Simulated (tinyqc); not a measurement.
Inside a calculation. Method: RKS/BLYP in the sto-3g basis, for HF, spin multiplicity 1. Computed by tinyqc, a small Python program that keeps every step (integrals from PySCF). Settings: charge = 0, multiplicity = 1, basis = sto-3g, energy threshold = 1e-10, iteration cap = 67, orthogonalisation = symmetric, start = random, DIIS depth = 0, damping = 0.7, shift = 0.5, method = RKS, functional = blyp, grid = [10, 14]. Command: `OMP_NUM_THREADS=1 python tinyqc.py 26071 26072 out.jsonl` (the two numbers bound the seeds that draw the settings). One thread of a shared host (Intel(R) Xeon(R) Processor @ 2.60GHz), about 0.5 s of CPU time with the checks. Later iterations appear only in the table of the cycle.

## One-electron integrals

Geometry (angstrom):
```
atom        x        y        z
F     0.00000  0.00000  0.00000
H     0.00000  0.00000  1.04100
```

Basis sto-3g: exponents (1/bohr^2) and contraction coefficients of normalised primitives:
```
element  l (shell)   exponent  coefficient
F            s (1)  166.67913      0.15433
F            s (1)   30.36081      0.53533
F            s (1)    8.21682      0.44463
F            s (2)    6.46480     -0.09997
F            s (2)    1.50228      0.39951
F            s (2)    0.48859      0.70012
F            p (3)    6.46480      0.15592
F            p (3)    1.50228      0.60768
F            p (3)    0.48859      0.39196
H            s (1)    3.42525      0.15433
H            s (1)    0.62391      0.53533
H            s (1)    0.16886      0.44463
```

Overlap, kinetic and nuclear-attraction integrals over the contracted functions; the nuclear repulsion is the sum of Za Zb / Rab.

nuclear repulsion = 4.5750191 hartree

overlap S:
```
          1F 1s    1F 2s   1F 2px   1F 2py   1F 2pz    2H 1s
1F 1s   1.00000  0.23799  0.00000  0.00000  0.00000  0.03677
1F 2s   0.23799  1.00000  0.00000  0.00000  0.00000  0.37013
1F 2px  0.00000  0.00000  1.00000  0.00000  0.00000  0.00000
1F 2py  0.00000  0.00000  0.00000  1.00000  0.00000  0.00000
1F 2pz  0.00000  0.00000  0.00000  0.00000  1.00000  0.30455
2H 1s   0.03677  0.37013  0.00000  0.00000  0.30455  1.00000
```

kinetic energy T (hartree):
```
           1F 1s     1F 2s   1F 2px   1F 2py   1F 2pz     2H 1s
1F 1s   36.98458  -0.21286  0.00000  0.00000  0.00000  -0.00619
1F 2s   -0.21286   1.03800  0.00000  0.00000  0.00000   0.07179
1F 2px   0.00000   0.00000  3.24801  0.00000  0.00000   0.00000
1F 2py   0.00000   0.00000  0.00000  3.24801  0.00000   0.00000
1F 2pz   0.00000   0.00000  0.00000  0.00000  3.24801   0.18637
2H 1s   -0.00619   0.07179  0.00000  0.00000  0.18637   0.76003
```

nuclear attraction V (hartree):
```
            1F 1s      1F 2s     1F 2px     1F 2py     1F 2pz     2H 1s
1F 1s   -77.51792   -9.29779    0.00000    0.00000   -0.01168  -1.47538
1F 2s    -9.29779  -12.04803    0.00000    0.00000   -0.14325  -3.33863
1F 2px    0.00000    0.00000  -11.92687    0.00000    0.00000   0.00000
1F 2py    0.00000    0.00000    0.00000  -11.92687    0.00000   0.00000
1F 2pz   -0.01168   -0.14325    0.00000    0.00000  -12.01209  -2.40888
2H 1s    -1.47538   -3.33863    0.00000    0.00000   -2.40888  -5.68197
```

core Hamiltonian H = T + V (hartree):
```
            1F 1s      1F 2s    1F 2px    1F 2py    1F 2pz     2H 1s
1F 1s   -40.53334   -9.51064   0.00000   0.00000  -0.01168  -1.48157
1F 2s    -9.51064  -11.01003   0.00000   0.00000  -0.14325  -3.26684
1F 2px    0.00000    0.00000  -8.67886   0.00000   0.00000   0.00000
1F 2py    0.00000    0.00000   0.00000  -8.67886   0.00000   0.00000
1F 2pz   -0.01168   -0.14325   0.00000   0.00000  -8.76408  -2.22251
2H 1s    -1.48157   -3.26684   0.00000   0.00000  -2.22251  -4.92193
```

## Two-electron integrals

Functions are numbered as in S; the eight-fold symmetry (ij|kl) = (ji|kl) = (kl|ij) leaves the list below.

Two-electron integrals (ij|kl) in chemists' order, unique and non-zero (hartree):
```
(11|11) 5.40350   (21|11) 0.84192   (21|21) 0.15630   (22|11) 1.26803
(22|21) 0.29234   (22|22) 0.92617   (31|31) 0.02800   (32|31) 0.04317
(32|32) 0.20459   (33|11) 1.26450   (33|21) 0.29240   (33|22) 0.92596
(33|33) 0.99751   (41|41) 0.02800   (42|41) 0.04317   (42|42) 0.20459
(43|43) 0.05377   (44|11) 1.26450   (44|21) 0.29240   (44|22) 0.92596
(44|33) 0.88997   (44|44) 0.99751   (51|51) 0.02800   (52|51) 0.04317
(52|52) 0.20459   (53|53) 0.05377   (54|54) 0.05377   (55|11) 1.26450
(55|21) 0.29240   (55|22) 0.92596   (55|33) 0.88997   (55|44) 0.88997
(55|55) 0.99751   (61|11) 0.13192   (61|21) 0.02429   (61|22) 0.04515
(61|33) 0.04508   (61|44) 0.04508   (61|51) 0.00100   (61|52) 0.00187
(61|55) 0.04529   (61|61) 0.00381   (62|11) 0.33669   (62|21) 0.07868
(62|22) 0.27839   (62|33) 0.27430   (62|44) 0.27430   (62|51) 0.00537
(62|52) 0.04201   (62|55) 0.28630   (62|61) 0.01241   (62|62) 0.10331
(63|31) 0.00820   (63|32) 0.04873   (63|53) 0.00883   (63|63) 0.01526
(64|41) 0.00820   (64|42) 0.04873   (64|54) 0.00883   (64|64) 0.01526
(65|11) 0.23024   (65|21) 0.05449   (65|22) 0.20638   (65|33) 0.19757
(65|44) 0.19757   (65|51) 0.01145   (65|52) 0.07824   (65|55) 0.22375
(65|61) 0.00895   (65|62) 0.09393   (65|65) 0.10002   (66|11) 0.49465
(66|21) 0.11749   (66|22) 0.47967   (66|33) 0.46336   (66|44) 0.46336
(66|51) 0.00998   (66|52) 0.11030   (66|55) 0.51173   (66|61) 0.01864
(66|62) 0.22910   (66|65) 0.24210   (66|66) 0.77461
```

## Orthogonalisation

S = U s U^T; symmetric (Loewdin) form X = U s^(-1/2) U^T, so that X^T S X = 1.

eigenvalues of S: 0.49579  0.84616  1.00000  1.00000  1.12770  1.53036

X:
```
           1F 1s     1F 2s   1F 2px   1F 2py    1F 2pz     2H 1s
1F 1s    1.02300  -0.13025  0.00000  0.00000  -0.00548   0.01924
1F 2s   -0.13025   1.08727  0.00000  0.00000   0.05234  -0.22226
1F 2px   0.00000   0.00000  1.00000  0.00000   0.00000   0.00000
1F 2py   0.00000   0.00000  0.00000  1.00000   0.00000   0.00000
1F 2pz  -0.00548   0.05234  0.00000  0.00000   1.04207  -0.17936
2H 1s    0.01924  -0.22226  0.00000  0.00000  -0.17936   1.10502
```

## Starting guess

The start is random orthonormal orbitals; D = 2 C_occ C_occ^T.

D at the start:
```
           1F 1s     1F 2s    1F 2px    1F 2py    1F 2pz     2H 1s
1F 1s    1.91267  -0.55374  -0.51104  -0.11885  -0.18058   0.49389
1F 2s   -0.55374   2.50238   0.01217   0.00283   0.30731  -1.00668
1F 2px  -0.51104   0.01217   0.78595  -0.28234  -0.32643   0.83654
1F 2py  -0.11885   0.00283  -0.28234   1.93434  -0.07591   0.19454
1F 2pz  -0.18058   0.30731  -0.32643  -0.07591   2.15395  -0.56874
2H 1s    0.49389  -1.00668   0.83654   0.19454  -0.56874   2.02959
```

## Iteration 1: exchange-correlation on the grid

Becke grid with 10 radial and 14 angular points per atom, points of zero weight dropped. rho = sum D_ij phi_i phi_j; V_xc,ij = sum w v_xc phi_i phi_j plus the gradient terms; v_xc is d(rho eps)/d rho at fixed gradient.

The 12 grid points with the largest w rho, of 276 (bohr, atomic units):
```
x                y         z        w      rho  |grad rho|^2    eps_xc      v_xc
0.68745   -0.68745  -0.68745  0.85560  0.30180       1.13914  -0.59588  -0.66816
-0.38292   0.38292   0.38292  0.17521  1.35449       9.59137  -0.88688  -1.12002
0.00000    1.19069   0.00000  0.75924  0.30887       1.20603  -0.60015  -0.67307
0.68745    0.68745  -0.68745  0.85560  0.27398       0.93969  -0.58040  -0.64760
0.00000    0.00000  -1.19069  0.76054  0.30160       1.14765  -0.59617  -0.66792
0.38292   -0.38292  -0.38292  0.17587  1.30408       6.77609  -0.87192  -1.11056
0.00000   -1.19069   0.00000  0.75924  0.29647       1.14445  -0.59483  -0.66389
0.68745   -0.68745   0.68745  0.77017  0.29127       1.04001  -0.58922  -0.66074
0.38292   -0.38292   0.38292  0.17521  1.27181       6.64308  -0.86567  -1.10096
0.00000    0.00000   0.66324  0.15050  1.45832      10.47777  -0.90610  -1.14879
-0.68745   0.68745  -0.68745  0.85560  0.24993       0.81201  -0.56782  -0.62848
-0.68745   0.68745   0.68745  0.77017  0.27432       1.11465  -0.58863  -0.64654
```

electrons on the grid, sum of w rho = 9.93773

E_xc = sum of w rho eps_xc = -10.0259471 hartree

V_xc (hartree):
```
           1F 1s     1F 2s    1F 2px    1F 2py    1F 2pz     2H 1s
1F 1s   -3.30815  -0.46599   0.01303   0.00304   0.00165  -0.07390
1F 2s   -0.46599  -0.89280  -0.00901  -0.00210  -0.00782  -0.25880
1F 2px   0.01303  -0.00901  -0.83279   0.01721   0.01300  -0.00338
1F 2py   0.00304  -0.00210   0.01721  -0.90312   0.00305  -0.00083
1F 2pz   0.00165  -0.00782   0.01300   0.00305  -0.91209  -0.19884
2H 1s   -0.07390  -0.25880  -0.00338  -0.00083  -0.19884  -0.53432
```

## Iteration 1: building the Kohn-Sham matrix

J_ij = sum D_kl (ij|kl); F = H + J + V_xc; E = tr D H + tr D J / 2 + E_xc + E_nn.

Coulomb J (hartree):
```
           1F 1s    1F 2s    1F 2px    1F 2py    1F 2pz    2H 1s
1F 1s   18.93377  3.63607  -0.01384  -0.00322   0.01383  0.56580
1F 2s    3.63607  9.15539   0.04240   0.00986   0.16228  2.80261
1F 2px  -0.01384  0.04240   9.04227  -0.03036  -0.02033  0.01256
1F 2py  -0.00322  0.00986  -0.03036   9.16577  -0.00473  0.00292
1F 2pz   0.01383  0.16228  -0.02033  -0.00473   9.23383  2.15712
2H 1s    0.56580  2.80261   0.01256   0.00292   2.15712  5.29709
```

Kohn-Sham matrix F (hartree):
```
            1F 1s     1F 2s    1F 2px    1F 2py    1F 2pz     2H 1s
1F 1s   -24.90772  -6.34057  -0.00080  -0.00018   0.00380  -0.98966
1F 2s    -6.34057  -2.74744   0.03338   0.00776   0.01120  -0.72302
1F 2px   -0.00080   0.03338  -0.46938  -0.01316  -0.00733   0.00918
1F 2py   -0.00018   0.00776  -0.01316  -0.41622  -0.00168   0.00209
1F 2pz    0.00380   0.01120  -0.00733  -0.00168  -0.44234  -0.26423
2H 1s    -0.98966  -0.72302   0.00918   0.00209  -0.26423  -0.15917
```

total energy of this density = -93.3138577 hartree

This density is the starting one.

## Iteration 1: diagonalisation and new density

A level shift of 0.5 hartree raises the virtual space: F + shift (S - S D(s) S), with D(s) the density of one spin (D/2). Diagonalise F' = X^T F X, C = X C', fill 5 alpha and 5 beta electrons from the bottom; D = 2 C_occ C_occ^T; the new density keeps 0.7 of the old one (damping). Each column has its largest component positive (the first on a tie).

F' = X^T F X (hartree):
```
           1         2         3         4         5         6
1  -24.40741  -3.27218   0.12008   0.02793  -0.00180  -0.20403
2   -3.27218  -1.58138   0.00512   0.00119   0.07284  -0.31434
3    0.12008   0.00512  -0.16587   0.05743   0.04027  -0.18546
4    0.02793   0.00119   0.05743  -0.39980   0.00940  -0.04318
5   -0.00180   0.07284   0.04027   0.00940  -0.37100  -0.27176
6   -0.20403  -0.31434  -0.18546  -0.04318  -0.27176   0.23767
```

orbital energies (hartree): MO1 -24.87022, MO2 -1.18084, MO3 -0.47531, MO4 -0.41314, MO5 -0.20560, MO6 0.45732

coefficients C:
```
             MO1       MO2       MO3       MO4       MO5       MO6
1F 1s    0.99502  -0.26348   0.01345   0.00002   0.03462   0.05502
1F 2s    0.02026   1.02666  -0.08904  -0.00011  -0.16933  -0.40027
1F 2px  -0.00477   0.04774   0.08771  -0.22612   0.92499  -0.28856
1F 2py  -0.00111   0.01112   0.02036   0.97410   0.21467  -0.06715
1F 2pz  -0.00012  -0.00875   0.90109  -0.00009  -0.24119  -0.50064
2H 1s   -0.00108   0.00383   0.23859   0.00019   0.31161   1.07190
```

D after iteration 1:
```
           1F 1s     1F 2s    1F 2px    1F 2py    1F 2pz     2H 1s
1F 1s    1.97539  -0.54206  -0.34820  -0.08098  -0.12283   0.35287
1F 2s   -0.54206   2.40629  -0.06078  -0.01414   0.18609  -0.74674
1F 2px  -0.34820  -0.06078   1.10021  -0.20926  -0.31518   0.77116
1F 2py  -0.08098  -0.01414  -0.20926   1.95133  -0.07331   0.17937
1F 2pz  -0.12283   0.18609  -0.31518  -0.07331   2.02989  -0.31424
2H 1s    0.35287  -0.74674   0.77116   0.17937  -0.31424   1.51313
```

## Iteration 2: exchange-correlation on the grid

As before.

The 12 grid points with the largest w rho, of 276 (bohr, atomic units):
```
x                y         z        w      rho  |grad rho|^2    eps_xc      v_xc
0.68745   -0.68745  -0.68745  0.85560  0.30412       1.15698  -0.59714  -0.66981
0.68745    0.68745  -0.68745  0.85560  0.28433       1.00952  -0.58618  -0.65541
-0.38292   0.38292   0.38292  0.17521  1.36070       8.89792  -0.88655  -1.12320
0.00000    1.19069   0.00000  0.75924  0.30803       1.19482  -0.59953  -0.67252
0.38292   -0.38292  -0.38292  0.17587  1.31708       6.92791  -0.87463  -1.11416
0.00000   -1.19069   0.00000  0.75924  0.30097       1.16865  -0.59685  -0.66722
0.00000    0.00000  -1.19069  0.76054  0.29822       1.12142  -0.59431  -0.66549
-0.68745   0.68745  -0.68745  0.85560  0.26293       0.88811  -0.57512  -0.63886
0.68745   -0.68745   0.68745  0.77017  0.29079       1.00917  -0.58776  -0.66068
-0.38292  -0.38292   0.38292  0.17521  1.25717       8.47786  -0.86737  -1.09224
-0.68745   0.68745   0.68745  0.77017  0.28517       1.14779  -0.59241  -0.65492
0.38292   -0.38292   0.38292  0.17521  1.24607       6.22834  -0.85986  -1.09392
```

electrons on the grid, sum of w rho = 9.93766

E_xc = sum of w rho eps_xc = -10.2631903 hartree

V_xc (hartree):
```
           1F 1s     1F 2s    1F 2px    1F 2py    1F 2pz     2H 1s
1F 1s   -3.34102  -0.47120   0.00908   0.00211   0.00131  -0.07468
1F 2s   -0.47120  -0.90484  -0.00338  -0.00081  -0.00478  -0.25881
1F 2px   0.00908  -0.00338  -0.86030   0.01205   0.01201  -0.00183
1F 2py   0.00211  -0.00081   0.01205  -0.90953   0.00280  -0.00045
1F 2pz   0.00131  -0.00478   0.01201   0.00280  -0.91400  -0.19492
2H 1s   -0.07468  -0.25881  -0.00183  -0.00045  -0.19492  -0.50559
```

## Iteration 2: building the Kohn-Sham matrix

As before.

Coulomb J (hartree):
```
           1F 1s    1F 2s    1F 2px    1F 2py    1F 2pz    2H 1s
1F 1s   19.43204  3.72613  -0.01209  -0.00281   0.00978  0.57959
1F 2s    3.72613  9.33392   0.02023   0.00470   0.12184  2.82430
1F 2px  -0.01209  0.02023   9.24877  -0.02250  -0.02028  0.00633
1F 2py  -0.00281  0.00470  -0.02250   9.34030  -0.00472  0.00147
1F 2pz   0.00978  0.12184  -0.02028  -0.00472   9.38772  2.14524
2H 1s    0.57959  2.82430   0.00633   0.00147   2.14524  5.18622
```

Kohn-Sham matrix F (hartree):
```
            1F 1s     1F 2s    1F 2px    1F 2py    1F 2pz     2H 1s
1F 1s   -24.44232  -6.25572  -0.00301  -0.00070  -0.00059  -0.97667
1F 2s    -6.25572  -2.58095   0.01685   0.00389  -0.02619  -0.70134
1F 2px   -0.00301   0.01685  -0.29039  -0.01046  -0.00827   0.00450
1F 2py   -0.00070   0.00389  -0.01046  -0.24809  -0.00191   0.00102
1F 2pz   -0.00059  -0.02619  -0.00827  -0.00191  -0.29036  -0.27220
2H 1s    -0.97667  -0.70134   0.00450   0.00102  -0.27220  -0.24131
```

total energy of this density = -94.9634861 hartree

This density is a damped mixture and is not idempotent.

## Iteration 2: diagonalisation and new density

As before.

F' = X^T F X (hartree):
```
           1         2         3         4         5         6
1  -23.95519  -3.26011   0.08178   0.01903  -0.00970  -0.17447
2   -3.26011  -1.41454   0.00447   0.00102   0.05200  -0.32873
3    0.08178   0.00447  -0.06544   0.04186   0.03878  -0.16823
4    0.01903   0.00102   0.04186  -0.23592   0.00904  -0.03916
5   -0.00970   0.05200   0.03878   0.00904  -0.19653  -0.31762
6   -0.17447  -0.32873  -0.16823  -0.03916  -0.31762   0.22167
```

orbital energies (hartree): MO1 -24.41946, MO2 -1.02815, MO3 -0.35923, MO4 -0.24564, MO5 -0.09852, MO6 0.50504

coefficients C:
```
             MO1       MO2       MO3       MO4       MO5       MO6
1F 1s    0.99469  -0.26111   0.04019   0.00002   0.03034   0.06136
1F 2s    0.02177   1.00545  -0.21339  -0.00010  -0.14914  -0.41482
1F 2px  -0.00329   0.04875   0.12995  -0.22617   0.92245  -0.28047
1F 2py  -0.00076   0.01138   0.03026   0.97409   0.21413  -0.06525
1F 2pz   0.00056   0.03836   0.82544  -0.00016  -0.29803  -0.59094
2H 1s   -0.00241   0.05230   0.36278   0.00011   0.26483   1.04810
```

D after iteration 2:
```
           1F 1s     1F 2s    1F 2px    1F 2py    1F 2pz     2H 1s
1F 1s    2.01885  -0.53183  -0.23342  -0.05428  -0.07718   0.25095
1F 2s   -0.53183   2.33191  -0.11235  -0.02614   0.07440  -0.56134
1F 2px  -0.23342  -0.11235   1.32295  -0.15746  -0.32007   0.71619
1F 2py  -0.05428  -0.02614  -0.15746   1.96338  -0.07445   0.16659
1F 2pz  -0.07718   0.07440  -0.32007  -0.07445   1.88392  -0.08645
2H 1s    0.25095  -0.56134   0.71619   0.16659  -0.08645   1.18188
```

## Convergence

Stop when the energy changes by less than 1e-10 hartree and every element of the error matrix X^T (F D S - S D F) X is below 3e-06.

Course of the cycle:
```
iteration  E (hartree)     change  largest element of the error matrix
1          -93.3138577          -                             1.15e+01
2          -94.9634861  -1.65e+00                             8.00e+00
3          -96.0696286  -1.11e+00                             5.57e+00
4          -96.8332751  -7.64e-01                             3.89e+00
5          -97.3685176  -5.35e-01                             2.72e+00
6          -97.7460822  -3.78e-01                             1.91e+00
7          -98.0130149  -2.67e-01                             1.34e+00
8          -98.2018306  -1.89e-01                             9.38e-01
9          -98.3353806  -1.34e-01                             6.58e-01
10         -98.4298238  -9.44e-02                             4.61e-01
11         -98.4966046  -6.68e-02                             3.24e-01
12         -98.5438262  -4.72e-02                             2.27e-01
13         -98.5772227  -3.34e-02                             1.59e-01
14         -98.6008482  -2.36e-02                             1.12e-01
...                ...        ...                                  ...
54         -98.6583215  -4.38e-08                             1.40e-04
55         -98.6583216  -3.21e-08                             1.21e-04
56         -98.6583216  -2.36e-08                             1.04e-04
57         -98.6583216  -1.73e-08                             9.01e-05
58         -98.6583216  -1.27e-08                             7.78e-05
59         -98.6583216  -9.34e-09                             6.72e-05
60         -98.6583216  -6.87e-09                             5.80e-05
61         -98.6583216  -5.06e-09                             5.01e-05
62         -98.6583216  -3.73e-09                             4.33e-05
63         -98.6583216  -2.75e-09                             3.74e-05
64         -98.6583216  -2.03e-09                             3.23e-05
65         -98.6583216  -1.50e-09                             2.79e-05
66         -98.6583216  -1.10e-09                             2.41e-05
67         -98.6583216  -8.16e-10                             2.08e-05
```

PySCF RKS in the same basis, fine grid = -98.8929520 hartree

Not converged within the cap of 67 iterations: the residual falls steadily but slowly, by a factor of about 0.86 a step. Reruns (cap 100 unless said): DIIS 8: converged in 8; damping 0.5: converged in 47; level shift 0.5: converged in 21; atomic densities as start, DIIS 8: converged in 7; the original settings with a cap of 400: converged in 81.
